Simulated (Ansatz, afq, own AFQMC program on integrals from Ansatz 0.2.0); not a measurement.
## Where AFQMC and coupled cluster stand for AlNH⁺, singlet

```xyz
3

Al    0.0000    0.0000    0.0508
N     0.0000    0.0000   -1.6818
H     0.0000    0.0000    1.6309
```

Connectivity, by distances: AlH–N.

Basis 6-31G. Noble-gas cores (and the filled d shells of Ga–Kr and In–Xe) are frozen. AFQMC by an in-house program on the Cholesky factors that Ansatz 0.2.0 writes for its CCSD(T) run. The CISD trial takes its coefficients from CCSD amplitudes. Released means that phaseless walkers are propagated on without the constraint, phases kept. ± is one standard error of the sampling.

Determinant: RHF, the one that the program's search chose, which needn't be the lowest solution. The geometry is a PBE0/def2-TZVP stationary point of this or a neighbouring charge and spin state.

Full CI on the same integrals is exact in this basis and with this determinant's frozen core.

Cautions: higher spins were not checked; restricted determinant unstable towards unrestricted (UHF 1.63 eV lower, ⟨S²⟩ 1.00); strong correlation (T1 0.022, weight of the determinant 0.87, largest double 0.16); the CCSDT(Q) amplitudes may be one of several solutions (largest double 0.71); the CCSDTQ amplitudes may be one of several solutions (largest double 0.78); the ph-AFQMC/CISD walk drifts between its halves (2.5 errors); the released energy hasn't reached full CI (79 meV above it at 2.40 1/Eh), so no released level is given (meV from the phaseless value at times in 1/Eh: -7 ± 4 at 0.24, -14 ± 4 at 0.51, -20 ± 4 at 0.99, -23 ± 4 at 1.62, -19 ± 6 at 2.40); the determinant fills πx and πy unequally, so it mixes two states of the linear molecule, and each level undoes that mixture to a different degree, while full CI gives the lower state, and by Hund's rule a triplet of that filling probably lies lower still; CCSDTQ on the UHF determinant differs (1.62 eV lower), perhaps since the unrestricted series falls towards higher spin.

* T1 diagnostic: 0.0224
* weight of the determinant in the CISD state: 0.874
* size of the correlated space: 8 electrons in 18 orbitals

```csv
level,correlation energy (eV)
MP2,-2.6533
CCSD,-3.4157
CCSD(T),-3.5436
```

Estimate where full CI lies against CCSD(T) on the same integrals.

173.0 meV below CCSD(T).

Reference: full CI, correlation energy -3.717 eV. The cautions show a poor starting determinant, so the rows tell how each method copes with it here, and full CI is the sure value.

```json
{"level": "CCSD(T)", "E − E(reference) (meV)": "173.0", "share of correlation (%)": "95.35"}
{"level": "CCSDT", "E − E(reference) (meV)": "39.4", "share of correlation (%)": "98.94"}
{"level": "CCSDT(Q)", "E − E(reference) (meV)": "-8.1", "share of correlation (%)": "100.22"}
{"level": "CCSDTQ", "E − E(reference) (meV)": "1.7", "share of correlation (%)": "99.95"}
{"level": "ph-AFQMC/CISD", "E − E(reference) (meV)": "98.6 ± 4.5", "share of correlation (%)": "97.35"}
```

CCSDT and higher add their correlation energy to the determinant of the CCSD(T) run, since their own runs factorise the integrals more tightly (a shift of under 2 meV).
